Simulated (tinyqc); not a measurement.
RHF in the sto-6g basis, for CH3-, spin multiplicity 1, step by step. The basis has no diffuse functions, so it cannot describe the extra electron: this is an exercise in the method, not the real anion. One step of it, computed by the program tinyqc.

Question. Iteration 2: diagonalisation and new density. Diagonalise F' = X^T F X, C = X C', fill 5 alpha and 5 beta electrons from the bottom; D = 2 C_occ C_occ^T. Each column has its largest component positive (the first on a tie).

Fock matrix F (hartree), lower triangle:
```
             1C 1s      1C 2s     1C 2px     1C 2py    1C 2pz      2H 1s      3H 1s      4H 1s
1C 1s   -10.798132
1C 2s    -2.780276  -0.894637
1C 2px   -0.000001   0.000000   0.310649
1C 2py    0.000000   0.000000   0.000000   0.310773
1C 2pz    0.004195  -0.001128  -0.000001   0.000000  0.106173
2H 1s    -0.411200  -0.370001  -0.228843   0.000000  0.010677  -0.014038
3H 1s    -0.411185  -0.369958   0.114468  -0.198136  0.010674  -0.072575  -0.013969
4H 1s    -0.411185  -0.369958   0.114468   0.198136  0.010674  -0.072575  -0.072643  -0.013969
```

X:
```
                1          2          3          4          5          6          7          8
1C 1s   -0.382512  -0.000195   0.000000   0.901325   0.269514   0.000000   0.000142   0.207302
1C 2s    1.160366   0.000468   0.000000  -0.005455   0.029766   0.000000   0.000220   0.501418
1C 2px  -0.000535   0.950535   0.000000  -0.000050  -0.000017   0.000000   0.615561  -0.000185
1C 2py   0.000000   0.000000   0.950299   0.000000   0.000000   0.615674   0.000000   0.000000
1C 2pz  -0.034878  -0.000013   0.000000  -0.294073   0.955344   0.000000  -0.000005  -0.015114
2H 1s   -0.550257  -0.837576   0.000000  -0.206455  -0.061708   0.000000   0.465861   0.304470
3H 1s   -0.550712   0.418542  -0.725170  -0.206312  -0.061664   0.403405  -0.232854   0.304627
4H 1s   -0.550712   0.418542   0.725170  -0.206312  -0.061664  -0.403405  -0.232854   0.304627
```

Give: F' = X^T F X; orbital energies; coefficients C; D after iteration 2.

Answer.

F' = X^T F X (hartree), lower triangle:
```
         1       2       3        4        5        6        7        8
1   0.4389
2  -0.0004  0.8888
3   0.0000  0.0000  0.8885
4   1.5451  0.0009  0.0000  -8.2981
5   0.4567  0.0003  0.0000  -2.5882  -0.6913
6   0.0000  0.0000  0.1725   0.0000   0.0000  -0.0599
7   0.0002  0.1725  0.0000  -0.0019  -0.0006   0.0000  -0.0601
8   0.4789  0.0003  0.0000  -3.4101  -1.0537   0.0000  -0.0009  -1.8063
```

orbital energies (hartree): MO1 -10.8008, MO2 -0.3748, MO3 -0.0905, MO4 -0.0903, MO5 0.1054, MO6 0.7135, MO7 0.9189, MO8 0.9192

coefficients C:
```
            MO1      MO2      MO3      MO4      MO5      MO6      MO7      MO8
1C 1s    0.9957  -0.1957   0.0000   0.0000  -0.0113  -0.2110   0.0000   0.0001
1C 2s    0.0187   0.6370   0.0000   0.0000   0.0540   1.0908   0.0000  -0.0007
1C 2px   0.0000   0.0000   0.4414   0.0000   0.0000   0.0005   0.0000   1.0429
1C 2py   0.0000   0.0000   0.0000   0.4414   0.0000   0.0000   1.0427   0.0000
1C 2pz  -0.0005  -0.0072   0.0000   0.0000   0.9984  -0.0617   0.0000   0.0000
2H 1s   -0.0032   0.2744   0.6040   0.0000  -0.0191  -0.6060   0.0000  -0.7435
3H 1s   -0.0032   0.2743  -0.3020   0.5231  -0.0191  -0.6053  -0.6442   0.3724
4H 1s   -0.0032   0.2743  -0.3020  -0.5231  -0.0191  -0.6053   0.6442   0.3724
```

D after iteration 2, lower triangle:
```
          1C 1s   1C 2s   1C 2px   1C 2py   1C 2pz    2H 1s    3H 1s   4H 1s
1C 1s    2.0596
1C 2s   -0.2133  0.8180
1C 2px   0.0000  0.0001   0.3896
1C 2py   0.0000  0.0000   0.0000   0.3897
1C 2pz  -0.0208  0.0986   0.0000   0.0000   1.9936
2H 1s   -0.1133  0.3474   0.5331   0.0000  -0.0421   0.8808
3H 1s   -0.1133  0.3472  -0.2666   0.4618  -0.0420  -0.2136   0.8810
4H 1s   -0.1133  0.3472  -0.2666  -0.4618  -0.0420  -0.2136  -0.2137  0.8810
```
